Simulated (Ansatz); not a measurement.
`C=C1CS1`, 8 atoms. The species carries charge 0 and has multiplicity 1. All runs use 2 threads of an Arm Neoverse V2 on a shared host. Correlated methods freeze the cores.

Problem. Give the basis size and wall time and peak host memory of each of these runs in Ansatz. RKS ωB97M-V/def2-QZVPP energy; RKS PBE-QIDH (frozen core)/def2-TZVPP energy; RKS PBE0-D4/def2-TZVP frequencies; RKS PBE0-D4/def2-TZVP relaxation (8 steps); RHF-CCSD(T)/def2-TZVPP energy; RKS ωB97M-V/def2-TZVPP energy and forces; RHF-CCSD(T)/def2-SVP energy; RKS ωB97M-V/def2-SVP energy; RKS B97M-V/def2-TZVPP energy; RHF-MP2/def2-QZVPP energy; RKS PBE0-D4/def2-SVP energy; RKS revPBE-D4/def2-TZVPP energy. (Estimate.)

Solution. Ansatz gave: Other jobs shared the machine, so times are rough.

```tsv
level	job	functions	wall time	peak host memory (GiB)
RKS PBE0-D4/def2-SVP	energy	80	0.85 s	0.14
RKS revPBE-D4/def2-TZVPP	energy	191	1.6 s	0.2
RHF-CCSD(T)/def2-SVP	energy	80	1.8 s	0.23
RKS ωB97M-V/def2-SVP	energy	80	3.5 s	0.2
RKS PBE-QIDH (frozen core)/def2-TZVPP	energy	191	4.2 s	0.37
RKS B97M-V/def2-TZVPP	energy	191	8 s	0.25
RKS ωB97M-V/def2-TZVPP	energy and forces	191	9 s	0.52
RKS ωB97M-V/def2-QZVPP	energy	361	15 s	1.1
RHF-MP2/def2-QZVPP	energy	361	15 s	1.5
RKS PBE0-D4/def2-TZVP	relaxation (8 steps)	154	22 s	0.3
RHF-CCSD(T)/def2-TZVPP	energy	191	44 s	2.1
RKS PBE0-D4/def2-TZVP	frequencies	154	87 s	0.3
```
